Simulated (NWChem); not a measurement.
System: SiH4 cation, doublet; SMILES of the neutral closed-shell parent [SiH4]

Here is an NWChem input.

```
start job
memory heap 200 mb stack 900 mb global 1100 mb
charge 1
geometry units angstroms noautosym nocenter noautoz
  Si     0.081289     0.190389     0.004470
  H      1.259839    -0.052899    -0.833806
  H     -0.161011     1.354623     0.862798
  H     -0.575057    -1.138183     0.557139
  H     -1.245455    -0.431667    -0.590602
end
basis spherical
  * library pcj-1
end
dft
  odft
  mult 2
  xc hfexch
  iterations 150
end
property
  hyperfine
end
task dft property
```

Geometry: optimised at B3LYP/6-31G* (spherical d), spin-unrestricted. This spin state was assumed; another may lie lower. No stability test was run on the SCF state.

Fermi-contact couplings, non-relativistic, static geometry.

Atoms are numbered as in the input.

Problem. What results follow from this input? (UHF/pcJ-1, contact and dipolar terms.) Quantities: A(iso) 29Si atom 1 (MHz); A(iso) 1H atom 3 (MHz); A(iso) 1H atom 5 (MHz); <S²>.

Solution. 
```
Property                  Value
------------------------  -----
A(iso) 29Si atom 1 (MHz)   35.5
A(iso) 1H atom 3 (MHz)    -49.0
A(iso) 1H atom 5 (MHz)      698
<S²>                      0.761
```
